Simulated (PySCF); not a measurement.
Atoms are numbered as in `[CH3:1][CH2:2][CH2:3][C:4](=[O:5])[O-:6]`. Hydrogens are named by the atom that carries them.

Geometry: PBE0-D3(BJ)/def2-SVP; GIAO absolute shieldings from PySCF 2.14.0 with density-fitted response routines, gas phase, non-relativistic, averaged over equivalent atoms.

At B97-2/pcSseg-1 (137 basis functions, 11 s wall time on 1 thread of an Arm Neoverse V1, shared host):
```json
{"atoms": "C4", "σ (ppm)": "16.5"}
{"atoms": "C3", "σ (ppm)": "143.9"}
{"atoms": "C2", "σ (ppm)": "159.7"}
{"atoms": "C1", "σ (ppm)": "165.9"}
{"atoms": "O5/O6", "σ (ppm)": "0.4"}
{"atoms": "H(C3)", "σ (ppm)": "29.98"}
{"atoms": "H(C2)", "σ (ppm)": "30.22"}
{"atoms": "H(C1)", "σ (ppm)": "30.40"}
```

Q: What do these become at PBE0/pcSseg-1?

A: 
```
atoms  σ at PBE0/pcSseg-1  change
   C4                14.0    -2.5
   C3               144.1    +0.2
   C2               160.9    +1.2
   C1               167.0    +1.1
O5/O6                -5.6    -6.0
H(C3)               29.87   -0.11
H(C2)               30.13   -0.09
H(C1)               30.31   -0.09
```

The largest change is at O5/O6 (carboxylate oxygen). Cost: 137 basis functions, 11 s wall time on 1 thread of an Arm Neoverse V1, shared host. The order of the carbon signals is the same at both levels.
